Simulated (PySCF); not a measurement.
Energy of Ar (argon, neutral) between two integer charges

The 3p beta orbital of [Ar] is emptied in steps (occupation f), with all orbitals relaxed, ending at [Ne] 3s2 3p5. All numbers are calculated (PySCF 2.14, scalar relativity by spin-free X2C-1e, in aug-cc-pVTZ-DK (6s5p3d2f, 50 functions)). The exact energy is a straight line in f; departures are measured from the line between the end points of the same method.

```tsv
f	UHF (eV)	LDA (eV)	PBE (eV)	PBE0 (eV)	r2SCAN (eV)	LC-wPBE (eV)	BHandHLYP (eV)	wB97X (eV)	MN15 (eV)	CAM-B3LYP (eV)
1	0.000	0.000	0.000	0.000	0.000	0.000	0.000	0.000	0.000	0.000
0.75	0.275	-1.055	-1.021	-0.703	-0.936	-0.155	-0.394	-0.225	-0.550	-0.439
0.5	0.352	-1.415	-1.363	-0.937	-1.232	-0.204	-0.531	-0.299	-0.725	-0.590
0.25	0.255	-1.067	-1.021	-0.700	-0.910	-0.149	-0.403	-0.224	-0.533	-0.446
0	0.000	0.000	0.000	0.000	0.000	0.000	0.000	0.000	0.000	0.000
```

Problem. For LDA, how does the orbital energy at f = 1 compare with the removal energy?

Solution. −ε = 10.400 eV against a total-energy difference of 15.984 eV. By Janak's theorem ε = ∂E/∂f, so the gap between them reflects the curvature. Along the path −ε is 13.141 (f = 0.75), 15.952 (f = 0.5), 18.811 (f = 0.25) eV.

| method | E(f=0) − E(f=1) (eV) | −ε at f=1 (eV) | −ε at f=0.5 (eV) |
| --- | --- | --- | --- |
| UHF | 14.548 | 16.073 | 14.496 |
| LDA | 15.984 | 10.400 | 15.952 |
| PBE | 15.699 | 10.277 | 15.697 |
| PBE0 | 15.708 | 11.971 | 15.714 |
| r2SCAN | 15.760 | 10.725 | 15.834 |
| LC-wPBE | 15.785 | 14.960 | 15.799 |
| BHandHLYP | 15.611 | 13.537 | 15.586 |
| wB97X | 15.733 | 14.540 | 15.739 |
| MN15 | 15.785 | 12.833 | 15.829 |
| CAM-B3LYP | 15.790 | 13.473 | 15.772 |

Reference removal energy between the ground levels: 15.760 eV (measured; NIST Atomic Spectra Database, ionization energies). The calculation has no spin-orbit coupling. UHF lacks correlation.
